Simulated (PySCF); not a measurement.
# HCN (hydrogen cyanide) at TDA-SCAN0/def2-mTZVP (spin of roots singlet)

We compute the vertical excitations of HCN (hydrogen cyanide). The job is set up through a Python script.

The results are computed with PySCF 2.14.0.

5 further runs of the same task are left out: 3 that didn't finish, 2 set aside as unsound or not needed.

**1. The structure to begin with**

The species is HCN (3 atoms), meant as a singlet with charge 0. SMILES: `C#N`. The shape is that of a PBE0-D4/def2-TZVP optimisation.

Bond lengths: C1–N2 1.146 Å, C1–H3 1.069 Å. Angles: N2–C1–H3 180.0°.

**2. The vertical excitations at TDA-SCAN0/def2-mTZVP (spin of roots singlet)**

Contents of input.py:

```python
from pyscf import gto, dft, tdscf

mol = gto.M(
    atom='C -0.005600 -0.024400 -0.005600; N 0.252000 1.061000 0.255200; H -0.246400 -1.036600 -0.249500',
    verbose=3,
    charge=0,
    max_memory=1860,
    basis='def2-mtzvp',
    spin=0,
)

ks = dft.RKS(mol, xc='scan0')
ks.level_shift = 0.1
ks.kernel()

e_final = ks.e_tot
print('E(%s) = %.9f' % ('SCAN0', e_final))

td = ks.TDA()
td.nstates = 6
td.kernel()
td.analyze()
roots = td.e * 27.211386
osc = td.oscillator_strength()
print('state   eV      nm      f')
for i, (w, f) in enumerate(zip(roots, osc), 1):
    print('%3d %9.4f %8.1f %9.5f' % (i, w, 1239.842 / w, f))
```

Launch:

```sh
$ OMP_NUM_THREADS=1 python input.py
```

The program printed:

```text
converged SCF energy = -93.3877962381285
E(SCAN0) = -93.387796238
Excitation energies (eV)
[ 8.26277469  8.26417768  8.44667042  9.96149771  9.96312739 11.13076035]

** Singlet excitation energies and oscillator strengths **
state   eV      nm      f
  1    8.2628    150.1   0.00000
  2    8.2642    150.0   0.00000
  3    8.4467    146.8   0.00000
  4    9.9615    124.5   0.03764
  5    9.9631    124.4   0.03751
  6   11.1308    111.4   0.04027
```

Wall time 9 s (1 thread of AMD EPYC 9R14 (Zen 4), shared host); peak memory 0.26 GiB.

The roots found:

```
excited state  energy (eV)  strength
            1        8.263    0.0000
            2        8.264    0.0000
            3        8.447    0.0000
            4        9.961    0.0376
            5        9.963    0.0375
            6       11.131    0.0403
```

**3. Results**

Level: TDA-SCAN0/def2-mTZVP (spin of roots singlet).

| quantity | value |
| --- | --- |
| ground-state or mean-field energy | -93.38780 Eh |
| dipole moment (SCAN0 Kohn–Sham density) | 3.12 D |
| HOMO energy (SCAN0 Kohn–Sham orbitals) | -10.63 eV |
| LUMO energy (SCAN0 Kohn–Sham orbitals) | 0.61 eV |
| HOMO–LUMO gap (SCAN0 Kohn–Sham orbitals) | 11.24 eV |
| lowest singlet excitation energy | 8.26 eV |

In words: The brightest of the 6 transitions from the ground state lies at 9.96 eV (124 nm, f = 0.075, degenerate roots summed); the lowest, at 8.26 eV, has f = 0.000. The basis has no diffuse functions, so Rydberg states are missing or pushed up, and the true lowest state may lie lower. Roots above 10.6 eV lie over the negative of the HOMO energy, where those of Rydberg kind are poorly described; valence roots are less touched. Mulliken charges of the mean-field density run from -0.18 on N2 to +0.24 on H3; they depend strongly on the basis.
